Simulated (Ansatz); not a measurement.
# BFH₂N, SMILES N[B]F: a relaxed scan of one distance

Program: Ansatz 0.2.0, Python API.

Input file `bfh2n.xyz`:
```text
5

N    -0.53440    0.29030   -0.06990
B     0.37640   -0.84150   -0.01670
F     1.17110   -1.03270    1.14070
H    -0.96040    0.31290   -1.02640
H    -0.00270    1.19740   -0.06910
```

`run_relaxed_scan.py`
```python
'''One bond of BFH2N held at set lengths while the rest relaxes.'''

import warnings

import ansatz as az
import numpy as np


def main() -> None:
    warnings.simplefilter('ignore', az.DeckWarning)

    molecule = az.Crystal.molecule_from_extxyz('bfh2n.xyz')

    calc = (
        molecule.calculation()
        .basis(gaussian='def2-SVP')
        .functional('pbe', dispersion='d3bj')
        .spin('collinear', total=1)
    )
    symbols = [site.symbol for site in molecule.cartesian_sites]
    pairs = [(0, 1), (0, 3), (0, 4), (1, 2)]
    print('held (A)   E (eV)        ', '  '.join(f'{symbols[i]}{i}-{symbols[j]}{j}' for i, j in pairs))
    for length in [0.97, 1.05, 1.14, 1.26, 1.42]:
        report = calc.relax(constraints=[az.DistanceConstraint((0, 4), at=length)], force_tolerance=0.02, max_steps=60).run(threads=1).report
        xyz = np.array(report['positions_ang'])
        print(f'{length:6.2f} {report["free_energy_ev"]:14.5f}  ', '  '.join(f'{np.linalg.norm(xyz[i] - xyz[j]):.3f}' for i, j in pairs))


if __name__ == '__main__':
    main()
```

Output of `python run_relaxed_scan.py`:
```text
held (A)   E (eV)         N0-B1  N0-H3  N0-H4  B1-F2
  0.97    -4907.07930   1.397  1.018  0.970  1.335
  1.05    -4907.14324   1.395  1.018  1.050  1.335
  1.14    -4906.94602   1.391  1.019  1.140  1.335
  1.26    -4906.47018   1.383  1.018  1.260  1.332
  1.42    -4905.76945   1.364  1.018  1.420  1.325
```

What to keep in mind:
- Total energies depend on the basis set; only differences at equal settings carry meaning.
- The energies are electronic: no zero-point or thermal terms, and the basis set is short of its limit.
- The species is open-shell (spin multiplicity 2).
- The script silences the warnings on its input, which a real study should read.
- Wall time of the script: 74 s on 1 thread of Arm Neoverse V1, on a shared host, peak memory 0.21 GiB.
